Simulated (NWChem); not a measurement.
Program: NWChem. System: N, charge 0, spin multiplicity 4. Its SCF solution wasn't tested for a lower state. Level: UHF/def2-TZVP.

Job file:

```
start mol
memory heap 200 mb stack 900 mb global 1100 mb
geometry units angstroms nocenter noautoz
  N      0.000000     0.000000     0.000000
  symmetry group D2h
end
basis spherical
  * library def2-tzvp
end
scf
  uhf
  nopen 3
  maxiter 100
  thresh 1e-7
  semidirect memsize 60000000 filesize 0
  # guess.movecs holds the orbitals of an unrestricted PBE0 run
  vectors input guess.movecs output mol.movecs
end
task scf energy
```

Output (cleaned and shortened):

```
             Northwest Computational Chemistry Package (NWChem) 7.3.0
             --------------------------------------------------------

                                NWChem Input Module
                                -------------------

 Scaling coordinates for geometry "geometry" by  1.889725989
 (inverse scale =  0.529177249)

                             Geometry "geometry" -> ""
                             -------------------------

 Output coordinates in angstroms (scale by  1.889725989 to convert to a.u.)

  No.       Tag          Charge          X              Y              Z
 ---- ---------------- ---------- -------------- -------------- --------------
    1 N                    7.0000     0.00000000     0.00000000     0.00000000

 Effective nuclear repulsion energy (a.u.)       0.0000000000

            Nuclear Dipole moment (a.u.)
            ----------------------------
        X                 Y               Z
 ---------------- ---------------- ----------------
     0.0000000000     0.0000000000     0.0000000000

      Symmetry information
      --------------------

 Group name             D2h
 Group number             26
 Group order               8
 No. of unique centers     1

      Symmetry unique atoms

     1


 Summary of "ao basis" -> "" (spherical)
 ------------------------------------------------------------------------------
       Tag                 Description            Shells   Functions and Types
 ---------------- ------------------------------  ------  ---------------------
 *                         def2-tzvp                  on all atoms

 Summary of "ao basis" -> "ao basis" (spherical)
 ------------------------------------------------------------------------------
       Tag                 Description            Shells   Functions and Types
 ---------------- ------------------------------  ------  ---------------------
 N                         def2-tzvp                11       31   5s3p2d1f

                                 NWChem SCF Module
                                 -----------------

  ao basis        = "ao basis"
  functions       =    31
  atoms           =     1
  alpha electrons =     5
  beta  electrons =     2
  charge          =   0.00
  wavefunction    = UHF
  use symmetry    = T
  symmetry adapt  = T

 Summary of "ao basis" -> "ao basis" (spherical)
 ------------------------------------------------------------------------------
       Tag                 Description            Shells   Functions and Types
 ---------------- ------------------------------  ------  ---------------------
 N                         def2-tzvp                11       31   5s3p2d1f

      Symmetry analysis of basis
      --------------------------

        ag          9
        au          1
        b1g         2
        b1u         5
        b2g         2
        b2u         5
        b3g         2
        b3u         5

 Forming initial guess at       0.0s

   Symmetry analysis of molecular orbitals - initial alpha
   -------------------------------------------------------

  Numbering of irreducible representations:

     1 ag          2 au          3 b1g         4 b1u         5 b2g
     6 b2u         7 b3g         8 b3u

  Orbital symmetries:

     1 ag          2 ag          3 b1u         4 b3u         5 b2u
     6 ag          7 b1u         8 b3u         9 b2u        10 ag
    11 b2g        12 b3g        13 ag         14 b1g        15 ag

   Symmetry analysis of molecular orbitals - initial beta
   ------------------------------------------------------

  Numbering of irreducible representations:

     1 ag          2 au          3 b1g         4 b1u         5 b2g
     6 b2u         7 b3g         8 b3u

  Orbital symmetries:

     1 ag          2 ag          3 b2u         4 b3u         5 b1u
     6 ag          7 b3u         8 b2u         9 b1u        10 ag
    11 b1g        12 ag         13 b2g        14 b3g        15 ag

 Starting SCF solution at       0.1s

 ----------------------------------------------
         Quadratically convergent UHF

 Convergence threshold     :          1.000E-07
 Maximum no. of iterations :          100
 Integral*density screening:          1.000E-09
 ----------------------------------------------

              iter       energy          gnorm     gmax       time
             ----- ------------------- --------- --------- --------
                 1      -54.4005214423  2.53D-01  1.39D-01      0.1
                 2      -54.4025752868  2.58D-02  1.11D-02      0.1
                 3      -54.4027468823  1.52D-04  5.91D-05      0.1
                 4      -54.4027468846  6.75D-09  3.27D-09      0.2

       Final UHF  results
       ------------------

         Total SCF energy =    -54.402746884581
      One electron energy =    -73.955718348261
      Two electron energy =     19.552971463681
 Nuclear repulsion energy =      0.000000000000

                       Sz =      1.5000
                 Sz(Sz+1) =      3.7500
                      S^2 =      3.7577

        Time for solution =      0.1s

       Symmetry analysis of molecular orbitals - alpha
       -----------------------------------------------

  Numbering of irreducible representations:

     1 ag          2 au          3 b1g         4 b1u         5 b2g
     6 b2u         7 b3g         8 b3u

  Orbital symmetries:

     1 ag          2 ag          3 b3u         4 b2u         5 b1u
     6 ag          7 b3u         8 b2u         9 b1u        10 ag
    11 b1g        12 b2g        13 b3g        14 ag         15 ag

       Symmetry analysis of molecular orbitals - beta
       ----------------------------------------------

  Numbering of irreducible representations:

     1 ag          2 au          3 b1g         4 b1u         5 b2g
     6 b2u         7 b3g         8 b3u

  Orbital symmetries:

     1 ag          2 ag          3 b1u         4 b2u         5 b3u
     6 ag          7 b1u         8 b3u         9 b2u        10 b2g
    11 ag         12 b3g        13 b1g        14 ag         15 ag

          Final alpha eigenvalues
          -----------------------

              1
    1  -15.6706
    2   -1.1624
    3   -0.5706
    4   -0.5706
    5   -0.5706
    6    0.3412
    7    0.4468
    8    0.4468
    9    0.4468
   10    1.1902
   11    1.1902
   12    1.1902
   13    1.1902
   14    1.1902
   15    2.0730

          Final beta eigenvalues
          ----------------------

              1
    1  -15.5796
    2   -0.7254
    3    0.1294
    4    0.1294
    5    0.1294
    6    0.3992
    7    0.6035
    8    0.6035
    9    0.6035
   10    1.3350
   11    1.3350
   12    1.3350
   13    1.3350
   14    1.3350
   15    2.1968

                    UHF Final Alpha Molecular Orbital Analysis
                    ------------------------------------------

 Vector    3  Occ=1.000000D+00  E=-5.705975D-01  Symmetry=b3u
              MO Center=  1.6D-28, -1.2D-36,  1.7D-36, r^2= 7.0D-01
   Bfn.  Coefficient  Atom+Function         Bfn.  Coefficient  Atom+Function
  ----- ------------  ---------------      ----- ------------  ---------------
     6      0.488773  1 N  px                 9      0.459976  1 N  px
    12      0.237905  1 N  px

 Vector    4  Occ=1.000000D+00  E=-5.705975D-01  Symmetry=b2u
              MO Center= -1.3D-37,  1.2D-29, -7.4D-39, r^2= 7.0D-01
   Bfn.  Coefficient  Atom+Function         Bfn.  Coefficient  Atom+Function
  ----- ------------  ---------------      ----- ------------  ---------------
     7      0.488773  1 N  py                10      0.459976  1 N  py
    13      0.237905  1 N  py

 Vector    5  Occ=1.000000D+00  E=-5.705975D-01  Symmetry=b1u
              MO Center=  8.1D-36, -4.2D-36, -1.5D-25, r^2= 7.0D-01
   Bfn.  Coefficient  Atom+Function         Bfn.  Coefficient  Atom+Function
  ----- ------------  ---------------      ----- ------------  ---------------
     8      0.488773  1 N  pz                11      0.459976  1 N  pz
    14      0.237905  1 N  pz

 Vector    6  Occ=0.000000D+00  E= 3.412321D-01  Symmetry=ag
              MO Center= -2.1D-29, -1.2D-29,  2.7D-26, r^2= 2.8D+00
   Bfn.  Coefficient  Atom+Function         Bfn.  Coefficient  Atom+Function
  ----- ------------  ---------------      ----- ------------  ---------------
     5     -2.070871  1 N  s                  4      1.885817  1 N  s

 Vector    7  Occ=0.000000D+00  E= 4.467521D-01  Symmetry=b3u
              MO Center=  6.9D-31, -1.3D-51, -1.5D-51, r^2= 2.9D+00
   Bfn.  Coefficient  Atom+Function         Bfn.  Coefficient  Atom+Function
  ----- ------------  ---------------      ----- ------------  ---------------
    12      1.300832  1 N  px                 9     -0.737982  1 N  px
     6     -0.245577  1 N  px

 Vector    8  Occ=0.000000D+00  E= 4.467521D-01  Symmetry=b2u
              MO Center= -4.2D-52,  2.5D-31, -5.3D-52, r^2= 2.9D+00
   Bfn.  Coefficient  Atom+Function         Bfn.  Coefficient  Atom+Function
  ----- ------------  ---------------      ----- ------------  ---------------
    13      1.300832  1 N  py                10     -0.737982  1 N  py
     7     -0.245577  1 N  py

                     UHF Final Beta Molecular Orbital Analysis
                     -----------------------------------------

 Vector    2  Occ=1.000000D+00  E=-7.253924D-01  Symmetry=ag
              MO Center= -2.6D-61, -1.7D-61,  3.4D-61, r^2= 6.7D-01
   Bfn.  Coefficient  Atom+Function         Bfn.  Coefficient  Atom+Function
  ----- ------------  ---------------      ----- ------------  ---------------
     4      0.490121  1 N  s                  3      0.359762  1 N  s
     5      0.285373  1 N  s                  2     -0.238308  1 N  s

 Vector    3  Occ=0.000000D+00  E= 1.294158D-01  Symmetry=b1u
              MO Center= -1.4D-64, -1.4D-64,  2.7D-52, r^2= 1.6D+00
   Bfn.  Coefficient  Atom+Function         Bfn.  Coefficient  Atom+Function
  ----- ------------  ---------------      ----- ------------  ---------------
    14      0.717816  1 N  pz                 8      0.303306  1 N  pz
    11      0.180130  1 N  pz

 Vector    4  Occ=0.000000D+00  E= 1.294158D-01  Symmetry=b2u
              MO Center=  2.9D-32,  1.2D-17,  3.4D-32, r^2= 1.6D+00
   Bfn.  Coefficient  Atom+Function         Bfn.  Coefficient  Atom+Function
  ----- ------------  ---------------      ----- ------------  ---------------
    13      0.717816  1 N  py                 7      0.303306  1 N  py
    10      0.180130  1 N  py

 Vector    5  Occ=0.000000D+00  E= 1.294158D-01  Symmetry=b3u
              MO Center= -2.6D-17, -1.2D-31, -1.3D-31, r^2= 1.6D+00
   Bfn.  Coefficient  Atom+Function         Bfn.  Coefficient  Atom+Function
  ----- ------------  ---------------      ----- ------------  ---------------
    12      0.717816  1 N  px                 6      0.303306  1 N  px
     9      0.180130  1 N  px

 center of mass
 --------------
 x =   0.00000000 y =   0.00000000 z =   0.00000000

 moments of inertia (a.u.)
 ------------------
           0.000000000000           0.000000000000           0.000000000000
           0.000000000000           0.000000000000           0.000000000000
           0.000000000000           0.000000000000           0.000000000000

  Mulliken analysis of the total density
  --------------------------------------

    Atom       Charge   Shell Charges
 -----------   ------   -------------------------------------------------------
    1 N    7     7.00   0.82  1.15  0.65  1.00  0.37  1.22  1.29  0.49  0.00  0.00  0.00

  Mulliken analysis of the alpha density
  --------------------------------------

    Atom       Charge   Shell Charges
 -----------   ------   -------------------------------------------------------
    1 N    7     5.00   0.41  0.57  0.36  0.53  0.12  1.22  1.29  0.49  0.00  0.00  0.00

   Mulliken analysis of the beta density
   -------------------------------------

    Atom       Charge   Shell Charges
 -----------   ------   -------------------------------------------------------
    1 N    7     2.00   0.41  0.58  0.29  0.47  0.25  0.00  0.00  0.00  0.00  0.00  0.00

   Mulliken analysis of the spin density
   -------------------------------------

    Atom       Charge   Shell Charges
 -----------   ------   -------------------------------------------------------
    1 N    7     3.00   0.00 -0.00  0.07  0.06 -0.12  1.22  1.29  0.49 -0.00 -0.00  0.00

       Multipole analysis of the density wrt the origin
       ------------------------------------------------

     L   x y z        total         alpha         beta         nuclear
     -   - - -        -----         -----         ----         -------
     0   0 0 0     -0.000000     -5.000000     -2.000000      7.000000

     1   1 0 0     -0.000000     -0.000000      0.000000      0.000000
     1   0 1 0     -0.000000     -0.000000      0.000000      0.000000
     1   0 0 1      0.000000      0.000000     -0.000000      0.000000

     2   2 0 0     -4.016424     -3.198159     -0.818264      0.000000
     2   1 1 0      0.000000      0.000000     -0.000000      0.000000
     2   1 0 1      0.000000      0.000000      0.000000      0.000000
     2   0 2 0     -4.016424     -3.198159     -0.818264      0.000000
     2   0 1 1      0.000000      0.000000      0.000000      0.000000
     2   0 0 2     -4.016424     -3.198159     -0.818264      0.000000

 Task  times  cpu:        0.2s     wall:        0.2s

 Total times  cpu:        0.2s     wall:        0.2s
```
